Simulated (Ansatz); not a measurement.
# Si2H4O: one species, many methods

Aim: compute Si2H4O with functionals from several rungs and with coupled cluster. The yardstick is the atomisation energy at the CCSD(T) limit.

Computed with Ansatz 0.2.0, Gaussian basis. Level: functionals in def2-TZVPP, the program's frozen cores in correlated methods.

Plan: LDA (SPW92), PBE-D4, revPBE-D4, BLYP-D4, r2SCAN-D4, B97M-V, PBE0-D4, B3LYP-D4, r2SCANh-D4, r2SCAN0-D4, HSE06-D4, BHLYP-D4, CAM-B3LYP-D4, LC-ωPBE, ωB97X-V, ωB97M-V, B2PLYP, PBE-QIDH; CCSD(T)/def2-SVP; CCSD(T)/def2-TZVPP; MP2/def2-QZVPP; extrapolation to the limit; RPA on PBE.

**1. The relaxed structure**

An earlier PBE0-D4 in a triple-zeta def2 set relaxation fixed the geometry.

SMILES `[SiH]O[SiH3]`, 7 atoms, charge 0, spin multiplicity 1.

Atoms are counted from 1 here; the program's logs count them from 0.

Bond lengths: Si1–O2 1.645 Å, Si1–H4 1.549 Å, O2–Si3 1.652 Å, Si3–H5 1.486 Å, Si3–H6 1.483 Å, Si3–H7 1.483 Å. Angles: O2–Si1–H4 97.6°, Si1–O2–Si3 142.3°, O2–Si3–H5 109.8°, O2–Si3–H6 108.5°, O2–Si3–H7 108.5°, H5–Si3–H6 110.1°, H5–Si3–H7 110.1°, H6–Si3–H7 109.7°.

**2. LDA**

This LDA is Slater exchange with PW92 correlation.

The input, in.yaml:

```yaml
crystal:
  periodic: [false, false, false]
  atoms:
    - {symbol: Si, position_ang: [-1.691945, -1.472929, -0.230215]}
    - {symbol: O, position_ang: [-0.369026, -0.805358, 0.485107]}
    - {symbol: Si, position_ang: [0.731626, 0.414773, 0.316423]}
    - {symbol: H, position_ang: [-1.779339, -0.509853, -1.440506]}
    - {symbol: H, position_ang: [0.446592, 1.182265, -0.923421]}
    - {symbol: H, position_ang: [0.635087, 1.303755, 1.499749]}
    - {symbol: H, position_ang: [2.088206, -0.180754, 0.247065]}
basis:
  gaussian: {orbitals: def2-TZVPP}
hamiltonian: {xc: lda}
output: {orbitals: {seedname: orbitals}}
```

The runs that follow: PBE-D4 (GGA); revPBE-D4 (GGA); BLYP-D4 (GGA); r2SCAN-D4 (meta-GGA); B97M-V (meta-GGA); PBE0-D4 (hybrid); B3LYP-D4 (hybrid); r2SCANh-D4 (hybrid); r2SCAN0-D4 (hybrid); HSE06-D4 (hybrid); BHLYP-D4 (hybrid); CAM-B3LYP-D4 (range-separated); LC-ωPBE-D4 (range-separated); ωB97X-V (range-separated); ωB97M-V (range-separated); B2PLYP (double hybrid); PBE-QIDH (double hybrid); CCSD(T) in def2-SVP; CCSD(T) in def2-TZVPP; MP2 in def2-QZVPP; RPA on PBE orbitals.

**Question.** What will the summary of the whole plan be? Wanted: atomisation energy, CCSD(T)/CBS; farthest beyond LDA; mean size of error, GGA; mean size of error, meta-GGA; mean size of error, hybrid; mean size of error, range-separated; mean size of error, double hybrid; gap, smallest and largest; T1 diagnostic.

As calculated:

| quantity | value |
| --- | --- |
| atomisation energy, CCSD(T)/CBS | 23.389 eV |
| functionals within 0.117 eV (0.5 %) | B97M-V, CAM-B3LYP-D4, ωB97X-V, ωB97M-V |
| farthest beyond LDA | revPBE-D4 (-0.801 eV) |
| mean size of error, GGA | 0.459 eV |
| mean size of error, meta-GGA | 0.153 eV |
| mean size of error, hybrid | 0.523 eV |
| mean size of error, range-separated | 0.171 eV |
| mean size of error, double hybrid | 0.509 eV |
| gap, smallest and largest | 2.26 eV (LDA (SPW92)), 9.15 eV (LC-ωPBE) |
| T1 diagnostic | 0.0144 |
| triples share of the correlation energy | 3.4 % |

**Reading.** LDA overbinds by 2.515 eV (11 %). PBE-D4 is off by -0.364 eV. Double hybrids carry the basis error of their MP2 part in triple zeta, and no dispersion term here, so their miss is partly the set-up's. Taken by rung, meta-GGA functionals do best (0.153 eV on average) and hybrid ones worst beyond LDA (0.523 eV). The gap between the best rungs is small, so their order is not settled. The mean of the hybrids holds BHLYP, with half exact exchange. Misses under about 0.117 eV are within the doubt on the reference itself, which lacks core-valence correlation, relativity and higher excitations. Hartree-Fock recovers 73 % of the binding; the rest is correlation. CCSD(T) in def2-SVP is off by -1.980 eV, which most functionals beat. The gap grows from 2.3 to 9.2 eV across the functionals, mostly with the share of exact exchange. The restricted reference is unstable towards a spin-broken one.
